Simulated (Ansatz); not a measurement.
CH4AlN, SMILES N=[CH][AlH2], a composite energy at a relaxed geometry

With Ansatz 0.2.0 through its Python package.

Run as a notebook:

In [1]:
```python
import warnings

import ansatz
from ase import Atoms
import numpy as np
```

In [2]:
```python
warnings.simplefilter("ignore", ansatz.DeckWarning)
```

In [3]:
```python
atoms = Atoms(["N", "C", "Al", "H", "H", "H", "H"], positions=[
    (-1.4199, -0.7004, -0.0089),
    (-0.4008, -0.1878, -0.5444),
    (1.0183, 0.4724, 0.5998),
    (-2.1594, -0.9911, -0.6208),
    (-0.2805, -0.1526, -1.6401),
    (0.8898, 0.4318, 2.2002),
    (2.4137, 1.0598, -0.0315),
])
geometry = ansatz.Crystal.molecule_from_ase(atoms)
```

In [4]:
```python
base = (
    geometry.calculation()
    .basis(gaussian="def2-SVP")
    .functional("B3LYP", dispersion="d4")
)
symbols = [site.symbol for site in geometry.cartesian_sites]
start = np.array([site.position_ang for site in geometry.cartesian_sites], dtype=float)
data = base.relax(force_tolerance=0.01).run().report
end = np.array(data["positions_ang"])
print("final positions (A) and the move of each atom")
for symbol, xyz, old in zip(symbols, end, start):
    print(f"{symbol:2s} {xyz[0]:10.5f} {xyz[1]:10.5f} {xyz[2]:10.5f}   {np.linalg.norm(xyz - old):7.4f}")
```
```text
final positions (A) and the move of each atom
N    -1.40916   -0.66057    0.04050    0.0644
C    -0.38053   -0.18925   -0.56774    0.0310
Al    1.06159    0.47697    0.61801    0.0472
H    -2.12622   -0.99495   -0.62349    0.0335
H    -0.33340   -0.17331   -1.68110    0.0701
H     0.85158    0.41307    2.18320    0.0458
H     2.39733    1.06014   -0.01509    0.0232
```

In [5]:
```python
minimum = ansatz.Crystal.molecule()
for symbol, place in zip(symbols, end):
    minimum = minimum.atom(symbol, place.tolist())
at_minimum = minimum.calculation()
# MP2 extrapolated to the basis limit, plus the small-basis difference CCSD(T) - MP2
level = lambda method, basis: at_minimum.basis(gaussian=basis).correlation(method).run().report
small, large, cluster = level("mp2", "cc-pVDZ"), level("mp2", "cc-pVTZ"), level("ccsd_t", "cc-pVDZ")
corr = lambda each: (each["free_energy_ev"] - each["reference_energy_ev"]) / 27.211386246
mp2_limit = (27 * corr(large) - 8 * corr(small)) / 19
pieces = {"HF / cc-pVTZ": large["reference_energy_ev"] / 27.211386246, "MP2 correlation, DZ-TZ limit": mp2_limit, "CCSD(T) - MP2 / cc-pVDZ": corr(cluster) - corr(small)}
for name, value in pieces.items():
    print(f"{name:32s} {value:14.6f} Ha")
print(f"{'sum':32s} {sum(pieces.values()):14.6f} Ha")
print("T1 diagnostic", round(cluster["correlation"]["coupled_cluster"]["t1_diagnostic"], 4))
```
```text
HF / cc-pVTZ                        -336.558341 Ha
MP2 correlation, DZ-TZ limit          -0.478674 Ha
CCSD(T) - MP2 / cc-pVDZ               -0.048979 Ha
sum                                 -337.085994 Ha
T1 diagnostic 0.012
```

Total energies depend on the basis set; only differences at equal settings carry meaning. The sum leaves out core correlation, relativity, the Hartree-Fock basis error and zero-point energy; a DZ-TZ extrapolation is rough. b3lyp holds the VWN-RPA fit, as in Gaussian; the form of ORCA and Turbomole is b3lyp5. Inner cores stay frozen, so this is valence correlation. For Al to Cl the sets with a tight d function, cc-pV(X+d)Z, are usual. An extrapolation from small basis sets is rough. Hardware and time: 21 s on 1 thread of Arm Neoverse V1 (shared host), peak memory 0.3 GiB.
